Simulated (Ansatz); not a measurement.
Basis-set extrapolation for C₃H₅NO (`C1=NCOC1`) (PBE0-D4/def2-TZVP geometry, frozen core, Ansatz). Multiplicity 1, RHF reference.

|  | def2-TZVPP | def2-QZVPP |
| --- | --- | --- |
| HF | -245.891759 | -245.902944 |
| MP2 correlation | -0.915778 | -0.979517 |
| CCSD(T) correlation | -0.983550 | not run |

Energies in hartree. Use E(X) = E(∞) + A·exp(−7.88·√X) for Hartree–Fock and E(X) = E(∞) + B·X^(−2.97) for correlation, with X = 3 and 4, and add CCSD(T) minus MP2 of the smaller set to the MP2 limit.

Question: What is the CCSD(T) energy at the basis-set limit?

Answer: HF limit: -245.902944 + (-0.011185) × 0.13774 = -245.90448. MP2 limit: -0.979517 + (-0.063739) × 0.74074 = -1.02673. Higher-order term: -0.983550 − (-0.915778) = -0.06777. Total: -246.99898 hartree, 324.7 kJ/mol below CCSD(T)/def2-TZVPP.
